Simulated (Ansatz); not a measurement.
# SiNHO (triplet): wB97M-V, B2PLYP over vertical spin and charge gaps, def2-QZVPP

Aim: run SiNHO (triplet) with these functionals over vertical spin and charge gaps, and hold them against the top wave-function level at the same points.

Program: Ansatz 0.2.0, Gaussian basis. Level of theory: def2-QZVPP, all electrons in the functionals, frozen cores in the correlation of double hybrids and RPA. These are calculated values, not measurements.

The runs, in order: wB97M-V, B2PLYP, at charge 0, triplet; charge 0, singlet; charge 0, quintet; charge 1, doublet; charge 1, quartet.

2 further runs of the same task are left out: 2 set aside as unsound or not needed.

### Step 1. The system

The geometry is a PBE0/def2-TZVP stationary point (not a proven minimum).

4 atoms, charge 0, spin multiplicity 3.

Atoms are counted from 1 here; the program's logs count them from 0.

Bond lengths: O1–N2 1.191 Å, N2–Si3 1.782 Å, Si3–H4 1.519 Å. Angles: O1–N2–Si3 136.4°, N2–Si3–H4 90.8°.

As a file:

```xyz
4
charge 0, multiplicity 3
O     0.0000   -0.1443    1.6241
N     0.0000    0.3809    0.5556
Si    0.0000   -0.1540   -1.1441
H     0.0000    1.2884   -1.6213
```

No dispersion term is added; wB97M-V holds VV10 nonlocal correlation.

The geometry shown and the zero of energy belong to the point charge 0, triplet. The yardstick, UCCSD(T), and other wave-function levels (R restricted, U unrestricted, valence and pair active spaces) come from earlier runs.

### Step 2. wB97M-V, charge 0, triplet

in.yaml

```yaml
crystal:
  periodic: [false, false, false]
  atoms:
    - {symbol: O, position_ang: [0.000000, -0.144299, 1.624079]}
    - {symbol: N, position_ang: [0.000000, 0.380867, 0.555568]}
    - {symbol: Si, position_ang: [0.000000, -0.153981, -1.144069]}
    - {symbol: H, position_ang: [0.000000, 1.288393, -1.621334]}
basis:
  gaussian: {orbitals: "def2-QZVPP.json"}
magnetization: {spin_polarized: true, initial_magnetization: 2}
hamiltonian: {xc: {name: wB97M-V}}
output: {orbitals: {seedname: orbitals}}
```

Started as:

```
$ ansatz run in.yaml --threads 1 --pin off --events-out ev --progress --plain --max-ram 2393MiB
```

What it wrote, shortened:

```text
Functional definition: wB97M-V
  name "wB97M-V"
  cite "Mardirossian & Head-Gordon, J. Chem. Phys. 144, 214110 (2016) doi:10.1063/1.4952647"
  cite "Becke, J. Chem. Phys. 107, 8554 (1997) doi:10.1063/1.475007"
  cite "Vydrov & Van Voorhis, J. Chem. Phys. 133, 244103 (2010) doi:10.1063/1.3521275"
  # Of w^i u^j: cxij and so on, Table III.
[...]
  gx(w, u) = 1 - cx + cx01*u + cx10*w
  gss(w, u) = css00 + css04*u^4 + css10*w + css20*w^2 + css43*w^4*u^3
  gos(w, u) = cos00 + cos10*w + (cos20 + cos21*u)*w^2 + (cos60 + cos61*u)*w^6
[...]
      + integral(e_c_pw_mod_opposite_spin*gos(b97_w_opposite, b97_u_opposite)) + vv10(b, c)
768 factors; their error is unknown
170 factors; integrals over basis functions are off by at most 2.3e-5 eV
[...]
mean field -11427.84326573 eV, -419.9654939452 hartree, gradient 2.3e-5 eV, S^2 2.007589; 1 other end points of the search recorded, 0 dependent functions left out
reference -11427.84330914 eV, -419.9654955403 hartree; 16, 14 occupied and 198, 200 virtual orbitals, 768 factors
Total energy: -11427.84330914 eV, -419.9654955403 hartree
```

Wall time 26 s (1 thread of Arm Neoverse V1, shared host); peak memory 0.56 GiB.

From the report: ⟨S²⟩ of the determinant 2.008 (pure triplet: 2.00).

### Step 3. wB97M-V, charge 0, singlet

Edit in.yaml of step 2 so:

```diff
@@ -9,3 +9,3 @@
   gaussian: {orbitals: "def2-QZVPP.json"}
-magnetization: {spin_polarized: true, initial_magnetization: 2}
+magnetization: {spin_polarized: true, initial_magnetization: 0}
 hamiltonian: {xc: {name: wB97M-V}}
```

The command is unchanged.

What it wrote, shortened:

```text
Functional definition: wB97M-V
  name "wB97M-V"
  cite "Mardirossian & Head-Gordon, J. Chem. Phys. 144, 214110 (2016) doi:10.1063/1.4952647"
  cite "Becke, J. Chem. Phys. 107, 8554 (1997) doi:10.1063/1.475007"
  cite "Vydrov & Van Voorhis, J. Chem. Phys. 133, 244103 (2010) doi:10.1063/1.3521275"
  # Of w^i u^j: cxij and so on, Table III.
[...]
  gx(w, u) = 1 - cx + cx01*u + cx10*w
  gss(w, u) = css00 + css04*u^4 + css10*w + css20*w^2 + css43*w^4*u^3
  gos(w, u) = cos00 + cos10*w + (cos20 + cos21*u)*w^2 + (cos60 + cos61*u)*w^6
[...]
      + integral(e_c_pw_mod_opposite_spin*gos(b97_w_opposite, b97_u_opposite)) + vv10(b, c)
768 factors; their error is unknown
170 factors; integrals over basis functions are off by at most 2.3e-5 eV
[...]
mean field -11427.68000429 eV, -419.9594941979 hartree, gradient 1.2e-5 eV, S^2 0.809256; 7 other end points of the search recorded, 0 dependent functions left out
reference -11427.68004782 eV, -419.9594957978 hartree; 15, 15 occupied and 199, 199 virtual orbitals, 768 factors
Total energy: -11427.68004782 eV, -419.9594957978 hartree
```

It took 2.3 min on 1 thread of Arm Neoverse V1, shared host; peak memory 0.78 GiB.

From the report: ⟨S²⟩ of the determinant 0.809 (pure singlet: 0.00). The determinant is far from a pure spin state, so its energy mixes those of several spin states (harmless only where they are near-degenerate, as at dissociation).

From charge 0, triplet: +3.8 kcal/mol.

### Step 4. wB97M-V, charge 0, quintet

Edit in.yaml of step 3 so:

```diff
@@ -9,3 +9,3 @@
   gaussian: {orbitals: "def2-QZVPP.json"}
-magnetization: {spin_polarized: true, initial_magnetization: 0}
+magnetization: {spin_polarized: true, initial_magnetization: 4}
 hamiltonian: {xc: {name: wB97M-V}}
```

Launched as before.

What it wrote, shortened:

```text
Functional definition: wB97M-V
  name "wB97M-V"
  cite "Mardirossian & Head-Gordon, J. Chem. Phys. 144, 214110 (2016) doi:10.1063/1.4952647"
  cite "Becke, J. Chem. Phys. 107, 8554 (1997) doi:10.1063/1.475007"
  cite "Vydrov & Van Voorhis, J. Chem. Phys. 133, 244103 (2010) doi:10.1063/1.3521275"
  # Of w^i u^j: cxij and so on, Table III.
[...]
  gx(w, u) = 1 - cx + cx01*u + cx10*w
  gss(w, u) = css00 + css04*u^4 + css10*w + css20*w^2 + css43*w^4*u^3
  gos(w, u) = cos00 + cos10*w + (cos20 + cos21*u)*w^2 + (cos60 + cos61*u)*w^6
[...]
      + integral(e_c_pw_mod_opposite_spin*gos(b97_w_opposite, b97_u_opposite)) + vv10(b, c)
768 factors; their error is unknown
170 factors; integrals over basis functions are off by at most 2.3e-5 eV
[...]
mean field -11424.83025544 eV, -419.8547678592 hartree, gradient 4.2e-5 eV, S^2 6.008850; 0 other end points of the search recorded, 0 dependent functions left out
reference -11424.83029696 eV, -419.8547693850 hartree; 17, 13 occupied and 197, 201 virtual orbitals, 768 factors
Total energy: -11424.83029696 eV, -419.8547693850 hartree
```

Run time: 22 s. Hardware: 1 thread of Arm Neoverse V1, shared host; peak memory 0.56 GiB.

From the report: ⟨S²⟩ of the determinant 6.009 (pure quintet: 6.00).

From charge 0, triplet: +69.5 kcal/mol.

### Step 5. wB97M-V, charge 1, doublet

Edit in.yaml of step 4 so:

```diff
@@ -9,3 +9,4 @@
   gaussian: {orbitals: "def2-QZVPP.json"}
-magnetization: {spin_polarized: true, initial_magnetization: 4}
+total_charge: 1
+magnetization: {spin_polarized: true, initial_magnetization: 1}
 hamiltonian: {xc: {name: wB97M-V}}
```

The command is unchanged.

What it wrote, shortened:

```text
Functional definition: wB97M-V
  name "wB97M-V"
  cite "Mardirossian & Head-Gordon, J. Chem. Phys. 144, 214110 (2016) doi:10.1063/1.4952647"
  cite "Becke, J. Chem. Phys. 107, 8554 (1997) doi:10.1063/1.475007"
  cite "Vydrov & Van Voorhis, J. Chem. Phys. 133, 244103 (2010) doi:10.1063/1.3521275"
  # Of w^i u^j: cxij and so on, Table III.
[...]
  gx(w, u) = 1 - cx + cx01*u + cx10*w
  gss(w, u) = css00 + css04*u^4 + css10*w + css20*w^2 + css43*w^4*u^3
  gos(w, u) = cos00 + cos10*w + (cos20 + cos21*u)*w^2 + (cos60 + cos61*u)*w^6
[...]
      + integral(e_c_pw_mod_opposite_spin*gos(b97_w_opposite, b97_u_opposite)) + vv10(b, c)
768 factors; their error is unknown
170 factors; integrals over basis functions are off by at most 2.3e-5 eV
[...]
mean field -11419.12634406 eV, -419.6451529823 hartree, gradient 1.1e-5 eV, S^2 0.868144; 3 other end points of the search recorded, 0 dependent functions left out
reference -11419.12638816 eV, -419.6451546031 hartree; 15, 14 occupied and 199, 200 virtual orbitals, 768 factors
Total energy: -11419.12638816 eV, -419.6451546031 hartree
```

It took 70 s on 1 thread of Arm Neoverse V1, shared host; peak memory 0.72 GiB.

From the report: ⟨S²⟩ of the determinant 0.868 (pure doublet: 0.75).

From charge 0, triplet: +201.0 kcal/mol.

### Step 6. wB97M-V, charge 1, quartet

Edit in.yaml of step 5 so:

```diff
@@ -10,3 +10,3 @@
 total_charge: 1
-magnetization: {spin_polarized: true, initial_magnetization: 1}
+magnetization: {spin_polarized: true, initial_magnetization: 3}
 hamiltonian: {xc: {name: wB97M-V}}
```

The command is unchanged.

What it wrote, shortened:

```text
Functional definition: wB97M-V
  name "wB97M-V"
  cite "Mardirossian & Head-Gordon, J. Chem. Phys. 144, 214110 (2016) doi:10.1063/1.4952647"
  cite "Becke, J. Chem. Phys. 107, 8554 (1997) doi:10.1063/1.475007"
  cite "Vydrov & Van Voorhis, J. Chem. Phys. 133, 244103 (2010) doi:10.1063/1.3521275"
  # Of w^i u^j: cxij and so on, Table III.
[...]
  gx(w, u) = 1 - cx + cx01*u + cx10*w
  gss(w, u) = css00 + css04*u^4 + css10*w + css20*w^2 + css43*w^4*u^3
  gos(w, u) = cos00 + cos10*w + (cos20 + cos21*u)*w^2 + (cos60 + cos61*u)*w^6
[...]
      + integral(e_c_pw_mod_opposite_spin*gos(b97_w_opposite, b97_u_opposite)) + vv10(b, c)
768 factors; their error is unknown
170 factors; integrals over basis functions are off by at most 2.3e-5 eV
[...]
mean field -11417.95515339 eV, -419.6021125191 hartree, gradient 4.3e-5 eV, S^2 3.763105; 0 other end points of the search recorded, 0 dependent functions left out
reference -11417.95519662 eV, -419.6021141079 hartree; 16, 13 occupied and 198, 201 virtual orbitals, 768 factors
Total energy: -11417.95519662 eV, -419.6021141079 hartree
```

It took 24 s on 1 thread of Arm Neoverse V1, shared host; peak memory 0.56 GiB.

From the report: ⟨S²⟩ of the determinant 3.763 (pure quartet: 3.75).

From charge 0, triplet: +228.0 kcal/mol.

### Step 7. B2PLYP, charge 0, triplet

Edit in.yaml of step 6 so:

```diff
@@ -9,5 +9,4 @@
   gaussian: {orbitals: "def2-QZVPP.json"}
-total_charge: 1
-magnetization: {spin_polarized: true, initial_magnetization: 3}
-hamiltonian: {xc: {name: wB97M-V}}
-output: {orbitals: {seedname: orbitals}}
+magnetization: {spin_polarized: true, initial_magnetization: 2}
+hamiltonian: {xc: {name: B2PLYP}}
+correlation: {electrons: outside_noble_gas}
```

The command is unchanged.

What it wrote, shortened:

```text
Functional definition: B2PLYP
  name "B2PLYP"
  cite "Grimme, J. Chem. Phys. 124, 034108 (2006) doi:10.1063/1.2148954"
  cite "Becke, Phys. Rev. A 38, 3098 (1988) doi:10.1103/PhysRevA.38.3098"
  cite "Lee, Yang & Parr, Phys. Rev. B 37, 785 (1988) doi:10.1103/PhysRevB.37.785"
[...]
1312 factors; integrals over basis functions are off by at most 9.1e-4 eV
[...]
mean field -11419.10596258 eV, -419.6444039769 hartree, gradient 2.9e-6 eV, S^2 2.018244; 2 other end points of the search recorded, 0 dependent functions left out
7 core orbitals not correlated: weight in the atoms' cores, before any rotation towards them, 1.000 or more for the frozen orbitals, at most 0.000 for the correlated occupied ones
reference -11419.10609851 eV, -419.6444089723 hartree; 9, 7 occupied and 198, 200 virtual orbitals, 1312 factors
second order -18.07654562 eV of doubles, -0.00000000 eV of singles
Total energy: -11423.98676583 eV, -419.8237701879 hartree
```

Run time: 23 s. Hardware: 1 thread of Arm Neoverse V1, shared host; peak memory 0.52 GiB.

From the report: ⟨S²⟩ of the determinant 2.018 (pure triplet: 2.00).

### Step 8. B2PLYP, charge 0, singlet

Edit in.yaml of step 7 so:

```diff
@@ -9,3 +9,3 @@
   gaussian: {orbitals: "def2-QZVPP.json"}
-magnetization: {spin_polarized: true, initial_magnetization: 2}
+magnetization: {spin_polarized: true, initial_magnetization: 0}
 hamiltonian: {xc: {name: B2PLYP}}
```

Same command.

What it wrote, shortened:

```text
Functional definition: B2PLYP
  name "B2PLYP"
  cite "Grimme, J. Chem. Phys. 124, 034108 (2006) doi:10.1063/1.2148954"
  cite "Becke, Phys. Rev. A 38, 3098 (1988) doi:10.1103/PhysRevA.38.3098"
  cite "Lee, Yang & Parr, Phys. Rev. B 37, 785 (1988) doi:10.1103/PhysRevB.37.785"
[...]
1312 factors; integrals over basis functions are off by at most 9.1e-4 eV
[...]
mean field -11418.91405626 eV, -419.6373515496 hartree, gradient 2.8e-6 eV, S^2 1.069178; 9 other end points of the search recorded, 0 dependent functions left out
7 core orbitals not correlated: weight in the atoms' cores, before any rotation towards them, 1.000 or more for the frozen orbitals, at most 0.000 for the correlated occupied ones
reference -11418.91419075 eV, -419.6373564919 hartree; 8, 8 occupied and 199, 199 virtual orbitals, 1312 factors
second order -18.41751533 eV of doubles, -0.00000000 eV of singles
Total energy: -11423.88691988 eV, -419.8201009171 hartree
```

It took 1.8 min on 1 thread of Arm Neoverse V1, shared host; peak memory 0.58 GiB.

From the report: ⟨S²⟩ of the determinant 1.069 (pure singlet: 0.00). The determinant is far from a pure spin state, so its energy mixes those of several spin states (harmless only where they are near-degenerate, as at dissociation).

From charge 0, triplet: +2.3 kcal/mol.

### Step 9. B2PLYP, charge 0, quintet

Edit in.yaml of step 8 so:

```diff
@@ -9,3 +9,3 @@
   gaussian: {orbitals: "def2-QZVPP.json"}
-magnetization: {spin_polarized: true, initial_magnetization: 0}
+magnetization: {spin_polarized: true, initial_magnetization: 4}
 hamiltonian: {xc: {name: B2PLYP}}
```

Same command.

What it wrote, shortened:

```text
Functional definition: B2PLYP
  name "B2PLYP"
  cite "Grimme, J. Chem. Phys. 124, 034108 (2006) doi:10.1063/1.2148954"
  cite "Becke, Phys. Rev. A 38, 3098 (1988) doi:10.1103/PhysRevA.38.3098"
  cite "Lee, Yang & Parr, Phys. Rev. B 37, 785 (1988) doi:10.1103/PhysRevB.37.785"
[...]
1312 factors; integrals over basis functions are off by at most 9.1e-4 eV
[...]
mean field -11416.64448552 eV, -419.5539463631 hartree, gradient 1.8e-6 eV, S^2 6.023570; 0 other end points of the search recorded, 0 dependent functions left out
7 core orbitals not correlated: weight in the atoms' cores, before any rotation towards them, 1.000 or more for the frozen orbitals, at most 0.000 for the correlated occupied ones
reference -11416.64462280 eV, -419.5539514084 hartree; 10, 6 occupied and 197, 201 virtual orbitals, 1312 factors
second order -16.69086775 eV of doubles, -0.00000000 eV of singles
Total energy: -11421.15115709 eV, -419.7195634889 hartree
```

Run time: 16 s. Hardware: 1 thread of Arm Neoverse V1, shared host; peak memory 0.52 GiB.

From the report: ⟨S²⟩ of the determinant 6.024 (pure quintet: 6.00).

From charge 0, triplet: +65.4 kcal/mol.

### Step 10. B2PLYP, charge 1, doublet

Edit in.yaml of step 9 so:

```diff
@@ -9,3 +9,4 @@
   gaussian: {orbitals: "def2-QZVPP.json"}
-magnetization: {spin_polarized: true, initial_magnetization: 4}
+total_charge: 1
+magnetization: {spin_polarized: true, initial_magnetization: 1}
 hamiltonian: {xc: {name: B2PLYP}}
```

The command is unchanged.

What it wrote, shortened:

```text
Functional definition: B2PLYP
  name "B2PLYP"
  cite "Grimme, J. Chem. Phys. 124, 034108 (2006) doi:10.1063/1.2148954"
  cite "Becke, Phys. Rev. A 38, 3098 (1988) doi:10.1103/PhysRevA.38.3098"
  cite "Lee, Yang & Parr, Phys. Rev. B 37, 785 (1988) doi:10.1103/PhysRevB.37.785"
[...]
1312 factors; integrals over basis functions are off by at most 9.1e-4 eV
[...]
mean field -11410.39092027 eV, -419.3241320790 hartree, gradient 2.7e-6 eV, S^2 1.162929; 5 other end points of the search recorded, 0 dependent functions left out
7 core orbitals not correlated: weight in the atoms' cores, before any rotation towards them, 1.000 or more for the frozen orbitals, at most 0.000 for the correlated occupied ones
reference -11410.39105408 eV, -419.3241369967 hartree; 8, 7 occupied and 199, 200 virtual orbitals, 1312 factors
second order -18.21602832 eV of doubles, -0.00000000 eV of singles
Total energy: -11415.30938173 eV, -419.5048822039 hartree
```

Wall time 57 s (1 thread of Arm Neoverse V1, shared host); peak memory 0.65 GiB.

From the report: ⟨S²⟩ of the determinant 1.163 (pure doublet: 0.75).

From charge 0, triplet: +200.1 kcal/mol.

### Step 11. B2PLYP, charge 1, quartet

Edit in.yaml of step 10 so:

```diff
@@ -10,3 +10,3 @@
 total_charge: 1
-magnetization: {spin_polarized: true, initial_magnetization: 1}
+magnetization: {spin_polarized: true, initial_magnetization: 3}
 hamiltonian: {xc: {name: B2PLYP}}
```

Same command.

What it wrote, shortened:

```text
Functional definition: B2PLYP
  name "B2PLYP"
  cite "Grimme, J. Chem. Phys. 124, 034108 (2006) doi:10.1063/1.2148954"
  cite "Becke, Phys. Rev. A 38, 3098 (1988) doi:10.1103/PhysRevA.38.3098"
  cite "Lee, Yang & Parr, Phys. Rev. B 37, 785 (1988) doi:10.1103/PhysRevB.37.785"
[...]
1312 factors; integrals over basis functions are off by at most 9.1e-4 eV
[...]
mean field -11409.55579096 eV, -419.2934416429 hartree, gradient 6.0e-6 eV, S^2 3.780250; 2 other end points of the search recorded, 0 dependent functions left out
7 core orbitals not correlated: weight in the atoms' cores, before any rotation towards them, 1.000 or more for the frozen orbitals, at most 0.000 for the correlated occupied ones
reference -11409.55592254 eV, -419.2934464785 hartree; 9, 6 occupied and 198, 201 virtual orbitals, 1312 factors
second order -17.15992150 eV of doubles, -0.00000000 eV of singles
Total energy: -11414.18910134 eV, -419.4637126592 hartree
```

Run time: 25 s. Hardware: 1 thread of Arm Neoverse V1, shared host; peak memory 0.65 GiB.

From the report: ⟨S²⟩ of the determinant 3.780 (pure quartet: 3.75).

From charge 0, triplet: +225.9 kcal/mol.

### Step 12. Against the wave-function levels

No level is safe as a reference over these points; UCCSD(T) serves as a yardstick only. It comes from earlier runs at the same points. Energies in kcal/mol, counted from charge 0, triplet; blanks weren't run or aren't comparable.

```
   level  triplet to singlet  triplet to quintet  ionisation to the doublet cation  ionisation to the quartet cation
UCCSD(T)                                    64.2                             199.3                             227.8
 wB97M-V                 3.8                69.5                             201.0                             228.0
  B2PLYP                 2.3                65.4                             200.1                             225.9
```

Largest miss and mean time a point (UCCSD(T) took 4.6 min a point; shared hosts):

```
  level  largest miss (kcal/mol)                             where  time a point
wB97M-V                     +5.3                triplet to quintet          55 s
 B2PLYP                     -1.9  ionisation to the quartet cation          45 s
```

### Step 13. Summary of results

```
                                  quantity                                             value
              triplet to quintet, UCCSD(T)                                     64.2 kcal/mol
ionisation to the doublet cation, UCCSD(T)                                    199.3 kcal/mol
ionisation to the quartet cation, UCCSD(T)                                    227.8 kcal/mol
                     largest miss, wB97M-V                +5.3 kcal/mol (triplet to quintet)
                      largest miss, B2PLYP  -1.9 kcal/mol (ionisation to the quartet cation)
```

**Reading.** Misses are known at 3 of 4 points at best, and only functionals with that many are ranked. Of the functionals, B2PLYP keep the smallest largest miss at the points compared (at most 1.9 kcal/mol) and wB97M-V strays most (5.3 kcal/mol, at triplet to quintet). wB97M-V, B2PLYP clearly break the spin symmetry at some points (⟨S²⟩ up to 1.07 above the pure value), so energy there is bought with a mixed spin. Functionals and the yardstick converge differently with the basis, so part of each miss in def2-QZVPP is the basis. The yardstick itself may be off where one determinant is a poor start.
